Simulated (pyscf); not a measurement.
ZnH₂ + methanol (H₃C–OH) → HO–ZnH + methane (CH₄), a four-centre exchange (singlet surface; H–Zn, C–O broken, O–Zn, C–H formed). Optimised with ωB97X-D3(BJ)/def2-SVP in PySCF. Energies in eV from the separated reactants.

Small-basis levels: PySCF, no dispersion term, spherical d functions. AM1 to PM7: differences of heats of formation from MOPAC. Cost: rough CPU time at the saddle relative to B3LYP/6-31G*+LANL2DZ, from one job on a shared machine.

| level | barrier | reaction energy | cost |
|---|---|---|---|
| HF/6-31G*+LANL2DZ | 3.18 | -1.48 | 0.07 |
| BP86/6-31G*+LANL2DZ | 1.81 | -1.61 | 1 |
| B3LYP/6-31G*+LANL2DZ | 2.13 | -1.60 | 1 |
| B3LYP/6-311+G**+LANL2DZ | ? | -1.68 | 1 |
| B3LYP/def2-SVP | 2.33 | -1.42 | 1 |
| PM6 | ? | -2.89 | under 0.02 |
| PM7 | 2.17 | -1.42 | under 0.02 |
| ωB97M-D3(BJ)/def2-TZVP | ? | -1.53 | – |

Question: Complete the blanks.

Answer: 
- B3LYP/6-311+G**+LANL2DZ, barrier: 2.09
- PM6, barrier: 1.32
- ωB97M-D3(BJ)/def2-TZVP, barrier: 2.49

Against the last row the barrier runs from -1.17 (PM6) to +0.69 eV (HF/6-31G*+LANL2DZ). ωB97M-D3(BJ)/def2-TZVP has limits of its own. On the reactant side the descent ends in an adduct with a O–Zn contact, 0.45 eV under the separated species and 2.97 eV under the saddle at ωB97X-D3(BJ)/def2-TZVP. What is counted as formed (O–Zn) is already present as a longer contact in the reactant adduct; forming that adduct is a step of its own. From the product side, [HO–Zn]• + H• + CH₄ lies, by one bond made or cut, 0.41 eV under this saddle at ωB97M-D3(BJ). This is the saddle that the search found; another between the same sides may lie lower. In the def2 sets elements up to Kr have no core potential.
